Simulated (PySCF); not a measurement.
SOF₂, optimised at PBE0/def2-TZVP:

```xyz
4

S     -0.1357     0.1002    -0.0730
O      0.0431     0.5543    -1.4055
F      0.0828    -1.4725    -0.1007
F      1.2378     0.3623     0.6796
```

Energies from PySCF (xtb for GFN2), thermal terms from the rigid-rotor harmonic-oscillator model, ideal gas at 1 bar. 6-31G* has spherical d functions here. All species are closed-shell singlets. B3LYP is the form with VWN-RPA correlation.

List the harmonic frequencies (cm⁻¹, unscaled) at this level and at the other levels, each on its own geometry.


- PBE0/def2-TZVP: 374, 394, 533, 760, 827, 1372
- B3LYP/6-31G*: 340, 360, 494, 763, 812, 1316
- GFN2-xTB: 252, 322, 411, 616, 694, 1304
- HF/6-31G*: 416, 428, 589, 888, 939, 1462
- PBE/def2-SVP: 314, 346, 467, 718, 766, 1277
